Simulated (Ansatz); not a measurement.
Geometry optimisation, RKS B3LYP-D4/cc-pVDZ (Ansatz).

The input (input.yaml):

```yaml
crystal:
  periodic: [false, false, false]
  atoms:
    - { symbol: Al, position_ang: [0.0, 0.0, 0.0] }
    - { symbol: Cl, position_ang: [0.0, 0.0, 2.23] }
    - { symbol: H, position_ang: [1.351, 0.0, -0.78] }
    - { symbol: "N", position_ang: [-1.6627, 0.0, -0.96] }
    - { symbol: H, position_ang: [-2.3316, -0.8164, -0.8614] }
    - { symbol: H, position_ang: [-1.9118, 0.8164, -1.5886] }
basis:
  gaussian: { orbitals: cc-pVDZ }
hamiltonian:
  xc: b3lyp
  dispersion: d4
relax:
  f_tol: 0.02
  max_steps: 40
```

Launched with:

```bash
$ ansatz run input.yaml --threads 1 --pin off --max-ram 2048MiB --backend cpu --events-out ev --progress --plain --runs-dir out
```

Problem. Where does it end, and by what steps?

Solution. The forces met the threshold. After 8 steps the energy has fallen by 0.705 eV; H5 moved furthest, 0.74 Å.

| step | energy less start (eV) | largest force component (eV/Å) | accepted |
| --- | --- | --- | --- |
| 0 | 0.0000 | 2.129 | yes |
| 1 | -0.3796 | 1.245 | yes |
| 2 | -0.5418 | 1.025 | yes |
| 3 | -0.6419 | 0.388 | yes |
| 4 | -0.6995 | 0.156 | yes |
| 5 | -0.7000 | 0.166 | yes |
| 6 | -0.6966 | 0.679 | no |
| 7 | -0.7049 | 0.040 | yes |
| 8 | -0.7051 | 0.015 | yes |

```xyz
6
Properties=species:S:1:pos:R:3
Al -0.032 0.040 -0.033
Cl -0.077 -0.393 2.062
H 1.326 0.374 -0.750
N -1.586 0.001 -0.891
H -2.483 -0.211 -0.465
H -1.703 0.189 -1.883
```

Whether the end is a true minimum wasn't checked by a vibrational analysis.

Run time: 26 s on 1 thread of Arm Neoverse V1 (shared host), peak memory 0.13 GiB.
